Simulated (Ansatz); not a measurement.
A run on C4H5F, SMILES `FCC1=CC1` with other settings.

```yaml
crystal:
  periodic: [false, false, false]
  atoms:
    - {symbol: F, position_ang: [-1.973836, -0.357416, -1.346975]}
    - {symbol: C, position_ang: [-0.973817, 0.501079, -0.946501]}
    - {symbol: C, position_ang: [-0.060393, -0.131784, 0.001639]}
    - {symbol: C, position_ang: [0.339182, -1.130219, 0.709590]}
    - {symbol: C, position_ang: [1.166940, 0.111287, 0.825872]}
    - {symbol: H, position_ang: [-1.438459, 1.383752, -0.491068]}
    - {symbol: H, position_ang: [-0.424327, 0.830081, -1.836614]}
    - {symbol: H, position_ang: [0.211015, -2.149289, 1.028697]}
    - {symbol: H, position_ang: [1.096318, 0.728796, 1.723037]}
    - {symbol: H, position_ang: [2.140477, 0.162515, 0.335124]}
basis:
  gaussian: {orbitals: ANO-RCC-VTZP}
hamiltonian: {xc: {name: r2SCAN50}, dispersion: d3bjatm}
```

```sh
$ ansatz run in.yaml --threads 2 --pin off --events-out ev --progress --plain --max-ram 4352MiB
```

Output, abridged:

```
Functional definition: r2SCAN50
1561 factors; their error is unknown
mean field evaluation 1: about -6941.5668 eV, gradient 4.1e1 eV
mean field evaluation 2: about -6943.1591 eV, gradient 3.2e1 eV
mean field evaluation 4: about -6945.3348 eV, gradient 1.6e0 eV
mean field evaluation 8: about -6945.3423 eV, gradient 2.3e-2 eV
mean field evaluation 16: about -6945.3571 eV, gradient 1.2e-4 eV
mean field -6945.35712537 eV, -255.2371666251 hartree, gradient 3.0e-5 eV, S^2 0.000000; 0 other end points of the search recorded, 0 dependent functions left out
reference -6945.35713756 eV, -255.2371670733 hartree; 19, 19 occupied and 201, 201 virtual orbitals, 1561 factors
Total energy: -6945.41402851 eV, -255.2392577772 hartree
Relativity: scalar
```

Hardware: 2 threads of an Arm Neoverse V2 on a shared host. Wall time 9 s, peak host memory 0.48 GiB.
